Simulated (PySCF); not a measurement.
Computed NMR parameters against published values

Geometry (Å), atoms numbered from 1 in this order:
```xyz
10

O     1.7845   -0.2395    0.0652
C     0.4851   -0.1552    0.5495
C    -0.4986    0.8337    0.0038
C    -0.6867   -0.6413   -0.2471
H     1.7745   -0.0742   -0.8843
H     0.5007   -0.3387    1.6156
H    -0.1927    1.4490   -0.8298
H    -1.1659    1.3329    0.6882
H    -0.5072   -1.0064   -1.2481
H    -1.4847   -1.1555    0.2645
```

Measured values that the calculation should reproduce: δ $^{13}$C C2 45.7; C3/C4 6.8; δ $^{1}$H H6 3.35 ppm (measured; solution, not stated per compound (mostly CDCl3 or CCl4); Pretsch, Buehlmann, Badertscher, Structure Determination of Organic Compounds, 4th ed. (2009)). Coupling constants: $^{3}J$(H6,H8) (cis) 6.2 Hz, $^{3}J$(H6,H7) (trans) 2.9 Hz, $^{2}J$(H7,H8) -5.4 Hz.

Theoretical values (PySCF 2.14.0 with density-fitted response routines): shieldings: GIAO PBE0/pcSseg-1, geometry: GFN2-xTB, J couplings at B3LYP/pcJ-1 (without the spin–dipole term). In vacuum, fast rotation and ring inversion assumed for equivalent nuclei, one conformer, non-relativistic Hamiltonian.

Problem. Set the calculated values beside the experiment.

Solution. 
Reference values: measured (solution, not stated per compound (mostly CDCl3 or CCl4); Pretsch, Buehlmann, Badertscher, Structure Determination of Organic Compounds, 4th ed. (2009)).
```tsv
atoms	quantity	reference	computed	computed, scaled
C2	δ $^{13}$C	45.7	50.9	47.4
C3/C4	δ $^{13}$C	6.8	8.1	5.7
H6	δ $^{1}$H	3.35	3.37	3.27
```

Computed shifts are σ(ref) − σ with the named reference compound (TMS for H and C) calculated as an isolated molecule at the same level. The measured values may be among those fitted. Shieldings were converted by linear fits to measured shifts (mostly CDCl3, TMS scale, for H and C): $^{13}$C (scatter 2.1 ppm rms, 2.3 ppm with the 13 outliers that the fit left out); $^{1}$H (scatter 0.17 ppm rms, 0.18 ppm with the 4 outliers that the fit left out). A few per cent of atoms miss by over 2 rms, more outside the fitted compound classes. H not on carbon is unscaled (vs computed TMS).

Coupling constants in Hz:
| coupling | reference | computed | source |
| --- | --- | --- | --- |
| $^{3}J$(H6,H8) cis | 6.2 | 7.4 | measured; solution (compiled); Pretsch, Buehlmann, Badertscher, Structure Determination of Organic Compounds, 4th ed., Springer 2009 |
| $^{3}J$(H6,H7) trans | 2.9 | 3.6 | measured; solution (compiled); Pretsch, Buehlmann, Badertscher, Structure Determination of Organic Compounds, 4th ed., Springer 2009 |
| $^{2}J$(H7,H8) | -5.4 | -7.9 | measured; solution (compiled); Pretsch, Buehlmann, Badertscher, Structure Determination of Organic Compounds, 4th ed., Springer 2009 |

Problem. How far are the unscaled $^{13}$C shifts from the references?

Solution. Mean signed difference +3.25 ppm, mean absolute 3.25 ppm over 2 comparisons; the largest is +5.2 ppm at C2 (three-membered-ring carbon).

6 of the 11 published NMR values on file for this molecule are compared.

Unscaled 3J(H,H) at this level run about 10 % above measured values.
